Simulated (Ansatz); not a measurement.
# SiH₂S: single points off equilibrium

How do the functionals fare away from a minimum? The structure is a structure displaced at random from a GFN2-xTB minimum.

The runs use Ansatz 0.2.0, Gaussian basis; single points in def2-TZVPP.

Correlated methods freeze the cores.

### 1 Where the work starts

SMILES `[SiH2]=S`, 4 atoms, charge 0, spin multiplicity 1.

Atoms are counted from 1 here; the program's logs count them from 0.

Bond lengths: Si1–S2 1.898 Å, Si1–H3 1.453 Å, Si1–H4 1.376 Å. Angles: S2–Si1–H3 124.3°, S2–Si1–H4 124.3°, H3–Si1–H4 111.0°.

Coordinates:

```xyz
4
H2SSi
Si   -0.06200   -0.02890   -0.07220
S     1.57760   -0.17580    0.87270
H    -1.20140   -0.90900    0.12460
H    -0.37880    1.00780   -0.92010
```

### 2 CCSD(T)/def2-TZVPP

run/in.yaml

```yaml
crystal:
  periodic: [false, false, false]
  atoms:
    - {symbol: Si, position_ang: [-0.062000, -0.028900, -0.072200]}
    - {symbol: S, position_ang: [1.577600, -0.175800, 0.872700]}
    - {symbol: H, position_ang: [-1.201400, -0.909000, 0.124600]}
    - {symbol: H, position_ang: [-0.378800, 1.007800, -0.920100]}
basis:
  gaussian: {orbitals: def2-TZVPP}
correlation: {method: ccsd_t}
output: {forces: true}
```

The command line of these runs was not kept.

### 3 PBE0-D4/def2-TZVPP

Changes to run/in.yaml since step 2:

```diff
@@ -9,3 +9,3 @@
   gaussian: {orbitals: def2-TZVPP}
-correlation: {method: ccsd_t}
-output: {forces: true}
+hamiltonian: {xc: pbe0, dispersion: d4}
+output: {forces: true, orbitals: {seedname: orbitals}}
```

### 4 wB97M-V/def2-TZVPP

Changes to run/in.yaml since step 3:

```diff
@@ -9,3 +9,3 @@
   gaussian: {orbitals: def2-TZVPP}
-hamiltonian: {xc: pbe0, dispersion: d4}
-output: {forces: true, orbitals: {seedname: orbitals}}
+hamiltonian: {xc: {name: wB97M-V}}
+output: {forces: true}
```

### 5 r2SCAN-D4/def2-TZVPP

Changes to run/in.yaml since step 4:

```diff
@@ -9,3 +9,3 @@
   gaussian: {orbitals: def2-TZVPP}
-hamiltonian: {xc: {name: wB97M-V}}
+hamiltonian: {xc: r2scan, dispersion: d4}
 output: {forces: true}
```

### 6 PBE-D4/def2-TZVPP

Changes to run/in.yaml since step 5:

```diff
@@ -9,3 +9,3 @@
   gaussian: {orbitals: def2-TZVPP}
-hamiltonian: {xc: r2scan, dispersion: d4}
+hamiltonian: {xc: pbe, dispersion: d4}
 output: {forces: true}
```

### 7 r2SCANh-D4/def2-TZVPP

Changes to run/in.yaml since step 6:

```diff
@@ -9,3 +9,3 @@
   gaussian: {orbitals: def2-TZVPP}
-hamiltonian: {xc: pbe, dispersion: d4}
+hamiltonian: {xc: {name: r2SCANh}, dispersion: d4}
 output: {forces: true}
```

### 8 CAM-B3LYP-D4/def2-TZVPP

Changes to run/in.yaml since step 7:

```diff
@@ -9,3 +9,3 @@
   gaussian: {orbitals: def2-TZVPP}
-hamiltonian: {xc: {name: r2SCANh}, dispersion: d4}
+hamiltonian: {xc: {name: CAM-B3LYP}, dispersion: d4}
 output: {forces: true}
```

(Steps that only read results are left out.)

What does the calculation give? Wanted: energy less free atoms, CCSD(T)/def2-TZVPP; RMS force component; RMS force error; HOMO and LUMO, PBE0-D4; T1 diagnostic.

As calculated:

| quantity | value |
| --- | --- |
| energy less free atoms, CCSD(T)/def2-TZVPP | -1056.0 kJ/mol |
| RMS force component | 0.889 to 1.068 eV/Å over the methods |
| RMS force error | PBE0-D4 0.187, wB97M-V 0.206, r2SCAN-D4 0.130, PBE-D4 0.128, r2SCANh-D4 0.171, CAM-B3LYP-D4 0.243 eV/Å |
| HOMO and LUMO, PBE0-D4 | -7.24 and -2.50 eV |
| T1 diagnostic | 0.017 |

In words: Against CCSD(T) the functionals' energies less atoms differ by -48.5 to -23.0 kJ/mol, PBE-D4 by -36.3 kJ/mol. CCSD(T) in triple zeta still lacks some correlation energy of the bonds, so part of these gaps is its own basis error and they don't rank the functionals. For forces PBE-D4 does best and CAM-B3LYP-D4 worst. Frozen-core CCSD(T) forces in triple zeta carry basis errors of their own, and this is one geometry, so small gaps rank nothing.
